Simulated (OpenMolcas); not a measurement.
**SiH⁻ at 1.587 Å: OpenMolcas input and output**

Input (each module block was a call of its own in one work directory; start orbitals came from a preliminary run):

```
&GATEWAY
Coord
2
angstrom
Si 0.0 0.0 0.0
H 0.0 0.0 1.5870
Basis=ANO-RCC-VTZP
Group=XY
RX2C
AMFI
ANGMom
0.0 0.0 0.0
RICD
&SEWARD
&GUESSORB
&RASSCF
FileOrb=$CurrDir/o31.orb
Symmetry=1
Spin=3
nActEl=6 0 0
Inactive=3 2
RAS2=3 2
CIRoot=6 6 1
Linear
Iterations=120 100
OrbListing=Nothing
PRWF=0.15
>>COPY $Project.RasOrb $CurrDir/o31.orb
>>COPY $Project.rasscf.h5 $CurrDir/r31.h5
&CASPT2
XMultistate=all
Imaginary=0.2
IPEA=0.25
MaxIter=40
>>COPY $Project.JobMix JOB001
&RASSCF
FileOrb=$CurrDir/o11.orb
Symmetry=1
Spin=1
nActEl=6 0 0
Inactive=3 2
RAS2=3 2
CIRoot=7 7 1
Linear
Iterations=120 100
OrbListing=Nothing
PRWF=0.15
>>COPY $Project.RasOrb $CurrDir/o11.orb
>>COPY $Project.rasscf.h5 $CurrDir/r11.h5
&CASPT2
XMultistate=all
Imaginary=0.2
IPEA=0.25
MaxIter=40
>>COPY $Project.JobMix JOB002
```

```bash
pymolcas m.inp
```

RASSCF and CASPT2 output of these blocks, in excerpt:

```
++    Wave function specifications:
      Number of closed shell electrons          10
      Number of electrons in active shells       6
      Number of inactive orbitals                5
      Number of active orbitals                  5
      Number of secondary orbitals              38
      Spin quantum number                      1.0
      State symmetry                             1
++    Orbital specifications:
      Symmetry species                           1   2
                                                 a   b
      Frozen orbitals                            0   0
      Inactive orbitals                          3   2
      Active orbitals                            3   2
      RAS2 orbitals                              3   2
      Secondary orbitals                        20  18
      Number of basis functions                 26  22
      printout of CI-coefficients larger than  0.15 for root  1
      energy=    -290.045862
      conf/sym  111 22     Coeff  Weight
             6  022 uu   0.99333 0.98670
      printout of CI-coefficients larger than  0.15 for root  2
      energy=    -289.927629
      conf/sym  111 22     Coeff  Weight
             5  ud2 uu   0.79049 0.62487
            16  uu2 du  -0.47699 0.22752
            17  uu2 ud   0.33728 0.11376
      printout of CI-coefficients larger than  0.15 for root  3
      energy=    -289.870964
      conf/sym  111 22     Coeff  Weight
            15  uu2 20   0.70693 0.49975
            18  uu2 02  -0.70693 0.49975
      printout of CI-coefficients larger than  0.15 for root  4
      energy=    -289.870964
      conf/sym  111 22     Coeff  Weight
            16  uu2 du  -0.57721 0.33317
            17  uu2 ud  -0.81629 0.66633
      printout of CI-coefficients larger than  0.15 for root  5
      energy=    -289.862455
      conf/sym  111 22     Coeff  Weight
             5  ud2 uu   0.57982 0.33620
            16  uu2 du   0.65011 0.42265
            17  uu2 ud  -0.45970 0.21132
      printout of CI-coefficients larger than  0.15 for root  6
      energy=    -289.847142
      conf/sym  111 22     Coeff  Weight
            15  uu2 20   0.69895 0.48853
            18  uu2 02   0.69895 0.48853
      Natural orbitals and occupation numbers for root  1
      sym 1:   0.001159   1.998932   1.999908
      sym 2:   1.000000   1.000000
      Natural orbitals and occupation numbers for root  2
      sym 1:   0.896122   1.104144   1.999734
      sym 2:   1.000000   1.000000
      Natural orbitals and occupation numbers for root  3
      sym 1:   1.000000   1.000000   2.000000
      sym 2:   1.000000   1.000000
      Natural orbitals and occupation numbers for root  4
      sym 1:   1.000000   1.000000   2.000000
      sym 2:   1.000000   1.000000
      Natural orbitals and occupation numbers for root  5
      sym 1:   0.967400   1.033984   1.998616
      sym 2:   1.000000   1.000000
      Natural orbitals and occupation numbers for root  6
      sym 1:   1.000000   0.991917   1.964141
      sym 2:   1.021971   1.021971
      RASSCF energy for state  6                   -289.84714170
::    RASSCF root number  1 Total energy:   -290.04586178
::    RASSCF root number  2 Total energy:   -289.92762927
::    RASSCF root number  3 Total energy:   -289.87096354
::    RASSCF root number  4 Total energy:   -289.87096354
::    RASSCF root number  5 Total energy:   -289.86245489
::    RASSCF root number  6 Total energy:   -289.84714170
      Von Neumann Entropy (Root   1) =  1.00707
++    Wave function specifications:
      Number of closed shell electrons           6
      Number of electrons in active shells       6
      Number of inactive orbitals                3
      Number of active orbitals                  5
      Number of secondary orbitals              38
      Spin quantum number                      1.0
      State symmetry                             1
      Number of CSFs                            21
      Number of CASSCF root(s) available         6
      CASPT2 state passed to geometry opt.       6
      A file JOBMIX will be created
      This is a MULTI-STATE CASSCF reference
      Number of CI roots used                    6
      These are:                                 1   2   3   4   5   6
      Off-diagonal elements of Heff are computed
  FINAL CASPT2 RESULT:
      Reference energy:        -290.0458617841
      E2 (Non-variational):      -0.1387956741
      Shift correction:          -0.0035612960
      E2 (Variational):          -0.1423569701
      Total energy:            -290.1882187541
      Reference weight:           0.91882
  FINAL CASPT2 RESULT:
      Reference energy:        -289.9276292732
      E2 (Non-variational):      -0.1012027281
      Shift correction:          -0.0027742547
      E2 (Variational):          -0.1039769828
      Total energy:            -290.0316062560
      Reference weight:           0.93952
  FINAL CASPT2 RESULT:
      Reference energy:        -289.8709635388
      E2 (Non-variational):      -0.1158849284
      Shift correction:          -0.0031552144
      E2 (Variational):          -0.1190401428
      Total energy:            -289.9900036816
      Reference weight:           0.92931
  FINAL CASPT2 RESULT:
      Reference energy:        -289.8709635388
      E2 (Non-variational):      -0.1158951251
      Shift correction:          -0.0031571386
      E2 (Variational):          -0.1190522636
      Total energy:            -289.9900158024
      Reference weight:           0.92929
  FINAL CASPT2 RESULT:
      Reference energy:        -289.8624548870
      E2 (Non-variational):      -0.1135792069
      Shift correction:          -0.0026986418
      E2 (Variational):          -0.1162778487
      Total energy:            -289.9787327356
      Reference weight:           0.93291
  FINAL CASPT2 RESULT:
      Reference energy:        -289.8471416981
      E2 (Non-variational):      -0.1090975354
      Shift correction:          -0.0023900456
      E2 (Variational):          -0.1114875810
      Total energy:            -289.9586292791
      Reference weight:           0.93702
       Total XMS-CASPT2 energies:
::    XMS-CASPT2 Root  1     Total energy:   -290.18789772
::    XMS-CASPT2 Root  2     Total energy:   -290.03181232
::    XMS-CASPT2 Root  3     Total energy:   -289.99001580
::    XMS-CASPT2 Root  4     Total energy:   -289.99000368
::    XMS-CASPT2 Root  5     Total energy:   -289.97884771
::    XMS-CASPT2 Root  6     Total energy:   -289.95862928
++    Wave function specifications:
      Number of closed shell electrons          10
      Number of electrons in active shells       6
      Number of inactive orbitals                5
      Number of active orbitals                  5
      Number of secondary orbitals              38
      Spin quantum number                      0.0
      State symmetry                             1
      printout of CI-coefficients larger than  0.15 for root  1
      energy=    -290.020079
      conf/sym  111 22     Coeff  Weight
            22  022 ud   0.99599 0.99199
      printout of CI-coefficients larger than  0.15 for root  2
      energy=    -290.020079
      conf/sym  111 22     Coeff  Weight
            21  022 20   0.70427 0.49599
            23  022 02  -0.70427 0.49599
      printout of CI-coefficients larger than  0.15 for root  3
      energy=    -290.003949
      conf/sym  111 22     Coeff  Weight
            21  022 20   0.69019 0.47637
            23  022 02   0.69019 0.47637
      printout of CI-coefficients larger than  0.15 for root  4
      energy=    -289.858846
      conf/sym  111 22     Coeff  Weight
            17  ud2 20  -0.70352 0.49493
            19  ud2 02   0.70352 0.49493
      printout of CI-coefficients larger than  0.15 for root  5
      energy=    -289.858846
      conf/sym  111 22     Coeff  Weight
            18  ud2 ud   0.99492 0.98987
      printout of CI-coefficients larger than  0.15 for root  6
      energy=    -289.851872
      conf/sym  111 22     Coeff  Weight
            11  u2u dd  -0.15029 0.02259
            25  uu2 dd  -0.98828 0.97670
      printout of CI-coefficients larger than  0.15 for root  7
      energy=    -289.835225
      conf/sym  111 22     Coeff  Weight
            17  ud2 20   0.69730 0.48623
            19  ud2 02   0.69730 0.48623
      Natural orbitals and occupation numbers for root  1
      sym 1:   0.000459   1.999981   1.999560
      sym 2:   1.000000   1.000000
      Natural orbitals and occupation numbers for root  2
      sym 1:   0.000459   1.999981   1.999560
      sym 2:   1.000000   1.000000
      Natural orbitals and occupation numbers for root  3
      sym 1:   0.001045   1.921617   1.998391
      sym 2:   1.039474   1.039473
      Natural orbitals and occupation numbers for root  4
      sym 1:   0.880707   1.119406   1.999887
      sym 2:   1.000000   1.000000
      Natural orbitals and occupation numbers for root  5
      sym 1:   0.880707   1.119406   1.999887
      sym 2:   1.000000   1.000000
      Natural orbitals and occupation numbers for root  6
      sym 1:   1.000000   1.000000   2.000000
      sym 2:   1.000000   1.000000
      Natural orbitals and occupation numbers for root  7
      sym 1:   0.885666   1.106872   1.970854
      sym 2:   1.018304   1.018304
      RASSCF energy for state  7                   -289.83522512
::    RASSCF root number  1 Total energy:   -290.02007928
::    RASSCF root number  2 Total energy:   -290.02007928
::    RASSCF root number  3 Total energy:   -290.00394885
::    RASSCF root number  4 Total energy:   -289.85884588
::    RASSCF root number  5 Total energy:   -289.85884588
::    RASSCF root number  6 Total energy:   -289.85187241
::    RASSCF root number  7 Total energy:   -289.83522512
      Von Neumann Entropy (Root   1) =  1.00311
++    Wave function specifications:
      Number of closed shell electrons           6
      Number of electrons in active shells       6
      Number of inactive orbitals                3
      Number of active orbitals                  5
      Number of secondary orbitals              38
      Spin quantum number                      0.0
      State symmetry                             1
      Number of CSFs                            28
      Number of CASSCF root(s) available         7
      CASPT2 state passed to geometry opt.       7
      A file JOBMIX will be created
      This is a MULTI-STATE CASSCF reference
      Number of CI roots used                    7
      These are:                                 1   2   3   4   5   6   7
      Off-diagonal elements of Heff are computed
  FINAL CASPT2 RESULT:
      Reference energy:        -290.0200792806
      E2 (Non-variational):      -0.1388055553
      Shift correction:          -0.0033131523
      E2 (Variational):          -0.1421187076
      Total energy:            -290.1621979882
      Reference weight:           0.91955
  FINAL CASPT2 RESULT:
      Reference energy:        -290.0200792806
      E2 (Non-variational):      -0.1387930913
      Shift correction:          -0.0033098735
      E2 (Variational):          -0.1421029647
      Total energy:            -290.1621822453
      Reference weight:           0.91958
  FINAL CASPT2 RESULT:
      Reference energy:        -290.0039488513
      E2 (Non-variational):      -0.1347393515
      Shift correction:          -0.0037201881
      E2 (Variational):          -0.1384595396
      Total energy:            -290.1424083908
      Reference weight:           0.91954
  FINAL CASPT2 RESULT:
      Reference energy:        -289.8588458818
      E2 (Non-variational):      -0.1205565141
      Shift correction:          -0.0041303677
      E2 (Variational):          -0.1246868818
      Total energy:            -289.9835327636
      Reference weight:           0.92086
  FINAL CASPT2 RESULT:
      Reference energy:        -289.8588458818
      E2 (Non-variational):      -0.1205754214
      Shift correction:          -0.0041365716
      E2 (Variational):          -0.1247119930
      Total energy:            -289.9835578748
      Reference weight:           0.92082
  FINAL CASPT2 RESULT:
      Reference energy:        -289.8518724139
      E2 (Non-variational):      -0.1180032909
      Shift correction:          -0.0034448510
      E2 (Variational):          -0.1214481419
      Total energy:            -289.9733205559
      Reference weight:           0.92489
  FINAL CASPT2 RESULT:
      Reference energy:        -289.8352251151
      E2 (Non-variational):      -0.1152239981
      Shift correction:          -0.0032044470
      E2 (Variational):          -0.1184284451
      Total energy:            -289.9536535601
      Reference weight:           0.92791
       Total XMS-CASPT2 energies:
::    XMS-CASPT2 Root  1     Total energy:   -290.16203414
::    XMS-CASPT2 Root  2     Total energy:   -290.16201856
::    XMS-CASPT2 Root  3     Total energy:   -290.14224598
::    XMS-CASPT2 Root  4     Total energy:   -289.98372173
::    XMS-CASPT2 Root  5     Total energy:   -289.98369645
::    XMS-CASPT2 Root  6     Total energy:   -289.97332056
::    XMS-CASPT2 Root  7     Total energy:   -289.95381597
```

Only roots inside an energy window near the equilibrium distance were included, so the list of states is not complete; labels number the states computed. Each spin and symmetry block has orbitals of its own, averaged over its own roots, so gaps between blocks are less sure than gaps within one and near the minimum can be off by tenths of an eV, in bad cases by more. No Rydberg orbitals are active, so Rydberg states, and σ→σ* states whose orbital the CASSCF left unused, can be missing between those listed. CASPT2 splits the two components of degenerate states numerically, here by up to 6 cm⁻¹. For an anion, states above the electron-detachment threshold (often below 1 to 3 eV) are held by the basis set and are not bound levels. No roots were computed in block 5b (none fell in the window or the block failed), so states of that kind are missing and can lie low or lowest. The CASPT2 reference weights are uneven, so some states carry less reliable energies.
